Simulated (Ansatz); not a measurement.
```yaml
crystal:
  periodic: [false, false, false]
  atoms:
    - {symbol: C, position_ang: [-1.617433, 0.188433, 0.316846]}
    - {symbol: P, position_ang: [0.100232, 0.341649, -0.267122]}
    - {symbol: C, position_ang: [1.053885, 0.151906, 1.272184]}
    - {symbol: C, position_ang: [0.407931, -1.175284, -1.185492]}
    - {symbol: N, position_ang: [0.450247, 1.538290, -1.200033]}
    - {symbol: H, position_ang: [-1.860891, 1.052568, 0.938943]}
    - {symbol: H, position_ang: [-1.778512, -0.722376, 0.898161]}
    - {symbol: H, position_ang: [-2.281886, 0.191283, -0.548771]}
    - {symbol: H, position_ang: [0.869222, 1.015696, 1.914657]}
    - {symbol: H, position_ang: [2.116333, 0.130282, 1.024122]}
    - {symbol: H, position_ang: [0.787114, -0.757018, 1.816367]}
    - {symbol: H, position_ang: [0.183362, -2.059367, -0.586869]}
    - {symbol: H, position_ang: [1.455242, -1.192268, -1.489239]}
    - {symbol: H, position_ang: [-0.211552, -1.171020, -2.083065]}
    - {symbol: H, position_ang: [0.326715, 2.467206, -0.820698]}
basis:
  gaussian: {orbitals: def2-TZVP, fitting: {mean_field: cc-pVTZ-jkfit}}
hamiltonian: {xc: {name: HF}}
correlation: {method: mp2, frozen_orbitals: {C: 9}}
```

```sh
$ ansatz run in.yaml --threads 4 --pin off --events-out ev --progress --plain --max-ram 10444MiB
```

How does Ansatz answer? (Best estimate.)

The calculation gave: The input was rejected before any iteration.
```
Functional definition: HF
Error: "frozen_orbitals" has no count for P
```
